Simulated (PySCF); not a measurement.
**Molecular orbitals of BS**

BP86 at R = 1.618 Å; basis B pcseg-1, S pcseg-1; no relativity; PySCF 2.14. State: ²Σ⁺ (doublet), unpaired electrons σ ↑. Only the outer orbitals are listed, counted within each symmetry.

```csv
spin,orbital,occ.,ε (eV),on B (%),main shells (%)
α,5σ,1,-18.58,21,"75 S s, 14 B s"
α,6σ,1,-10.81,40,"42 S p, 39 B s, 18 S s"
α,2π,1,-7.79,29,"71 S p, 28 B p"
α,2π,1,-7.79,29,"71 S p, 28 B p"
α,7σ,1,-7.52,80,"45 B p, 35 B s, 19 S p"
α,3π,0,-2.70,70,"70 B p, 28 S p"
α,3π,0,-2.70,70,"70 B p, 28 S p"
α,8σ,0,2.18,99,"85 B p, 36 S p, 14 B s"
β,5σ,1,-18.45,20,"77 S s, 12 B s"
β,6σ,1,-10.36,30,"52 S p, 27 B s, 18 S s"
β,2π,1,-7.68,21,"78 S p, 21 B p"
β,2π,1,-7.68,21,"78 S p, 21 B p"
β,7σ,0,-4.89,92,"60 B s, 32 B p, 9 S p"
β,3π,0,-1.89,77,"78 B p, 20 S p"
β,3π,0,-1.89,77,"78 B p, 20 S p"
```

Q: Which are the highest filled and the lowest empty level, where do they sit, and how wide is the gap?

A: Highest filled α 7σ at -7.52 eV (in %: 45 B p, 35 B s, 19 S p); lowest empty β 7σ at -4.89 eV (in %: 60 B s, 32 B p, 9 S p); the gap at BP86 is 2.63 eV.

```json
{"bond order (Mayer)": "2.36", "⟨S²⟩": "0.764", "charge on B (Mulliken, basis-dependent)": "0.10", "charge on B (Löwdin, basis-dependent)": "-0.09", "dipole moment (positive dipole means B(−)S(+))": "-0.85 D"}
```

The state was picked by a PBE0 search and need not be the measured ground state.
